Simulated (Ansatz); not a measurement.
We consider SnCl2 (Pnma, No. 62), described by PBEsol in Ansatz (PAW).

Settings: plane-wave cutoff 520 eV, 4×8×4 k mesh (along the axes of the cell as run), Fermi–Dirac smearing 0.01 eV, scalar-relativistic PAW data made under PBE.

Cell (relaxed at this level):

Space group Pnma (No. 62); a = 7.6835 Å, b = 4.3116 Å, c = 9.2640 Å, α = β = γ = 90.00°

```
atom  site  symmetry       x       y       z
----  ----  --------  ------  ------  ------
Sn      4c       .m.  0.2319  0.2500  0.4260
Cl      4c       .m.  0.0171  0.2500  0.6514
Cl      4c       .m.  0.1426  0.2500  0.0814
```

Estimate the band gap and Γ–Γ gap that the calculation returns.


- band gap: 2.96 eV (on the SCF k mesh)
- Γ–Γ gap: 3.46 eV

Spin–orbit coupling is not included.

Computed values are for the static lattice.

Ansatz is a first-principles code.
